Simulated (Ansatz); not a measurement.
Results of r²SCAN in Ansatz (PAW) for C (P6₃/mmc, No. 194, 4 atoms in the cell; start mp-47).

Settings: plane-wave cutoff 500 eV, 18×18×10 k mesh (along the axes of the cell as run), Fermi–Dirac smearing 0.05 eV, scalar-relativistic PAW data made under PBE.

Cell (relaxed at this level):

```
C
1.0
    2.50317     0.00000     0.00000
   -1.25159     2.16781     0.00000
    0.00000     0.00000     4.16887
C
4
Direct
  0.33333   0.66667   0.06273
  0.66667   0.33333   0.93727
  0.66667   0.33333   0.56273
  0.33333   0.66667   0.43727
```

Q: Estimate the band gap that the calculation returns.

A: 
- band gap: 3.60 eV (on the SCF k mesh)

Note: the relaxation could not lower the start's symmetry, so the cell can be a saddle point above a distorted one.

The result took roughly 12 core-seconds.

A start named mp-… is a Materials Project structure, which need not be a measured phase.

Ansatz is a program for electronic structure.
